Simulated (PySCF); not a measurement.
Basis-set dependence of SF⁻ at CCSD(T)

PySCF, RHF reference; singlet, unpaired electrons none; De to S + F⁻ without counterpoise correction. Frozen cores follow the default of each basis and core potential.

| basis | relativity | functions | Re (Å) | ωe (cm⁻¹) | De (eV) | frozen orbitals |
| --- | --- | --- | --- | --- | --- | --- |
| def2-SVPD | no relativity | 50 | 1.776 | 609 | 2.05 | 6 |
| aug-cc-pV(D+d)Z/aug-cc-pVDZ | no relativity | 55 | 1.770 | 630 | 2.15 | 6 |
| def2-TZVPPD | no relativity | 91 | 1.731 | 632 | 2.34 | 6 |

Question: How does each smaller set differ from the one with most functions, def2-TZVPPD?

Answer: def2-SVPD: +4.5 pm, -3.6 % in ωe, -0.29 eV in De; aug-cc-pV(D+d)Z/aug-cc-pVDZ: +3.9 pm, -0.3 % in ωe, -0.19 eV in De. All at CCSD(T); the set with most functions is neither the basis-set limit nor always the best.

Correlated steps freeze 6 core orbitals. Correlated levels converge slowly with the basis: in double zeta they bind strong bonds too weakly, by up to about 1 eV, and carry superposition errors of some tenths. For an ion De counts to the pair picked by the measured ionisation energies or electron affinities, which need not be the lowest pair at this level. Where the molecule has an RHF reference, its open-shell atoms are computed with UHF.
